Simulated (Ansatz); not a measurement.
The cluster Li₃H₃, relaxed as a singlet with RKS r2SCAN-D4/def2-TZVP in Ansatz, starting from the GFN1-xTB geometry. Force threshold 0.02 eV/Å.

The structure comes from a short search, and lower isomers may exist.

Start:

Cartesian coordinates in Å:
```
Li 0.854 0.234 -1.163
Li -1.189 -0.833 -0.118
Li 0.331 0.600 1.272
H 1.444 1.054 0.140
H -0.450 -0.686 -1.587
H -0.989 -0.369 1.456
```

Q: Estimate the energy that the relaxation releases and the steps that it takes.

A: 0.21 eV, in 3 steps; 3.4 s on 4 threads of Arm Neoverse N1 on a shared host. No frequencies were taken in this run, so the end may be a saddle point.

Q: Does the start keep its bonding and symmetry?

A: By distances, no bond broke or formed. The bond that changes most is Li3–H6, from 1.65 to 1.71 Å (atoms count from 1). Point group Cs at the start, D3h at the end, both within 0.05 Å.

Q: Predict the relaxed structure.

A: 
```xyz
6

Li    0.919    0.296   -1.302
Li   -1.313   -0.942   -0.131
Li    0.393    0.647    1.433
H     1.451    1.044    0.144
H    -0.438   -0.711   -1.586
H    -1.013   -0.333    1.442
```
Bond lengths (bridged metal pairs left out): 6 × H–Li 1.71 Å.
